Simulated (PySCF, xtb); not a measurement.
formic acid (CH2O2), SMILES O=CO. The values are those of a single conformer.

Harmonic wavenumbers (cm⁻¹) from GFN2-xTB in xtb at its own minimum, in rising order: 598, 701, 967, 1124, 1206, 1350, 1809, 2864, 3411.

What does PBE0-D3(BJ)/def2-TZVP in PySCF give at its own minimum? (Estimate from the structure and the level; the computed values follow.)

636, 693, 1063, 1150, 1318, 1405, 1854, 3063, 3765. Paired by order, the mean absolute difference is 104 cm⁻¹ and the zero-point energies are 20.1 and 21.4 kcal/mol.
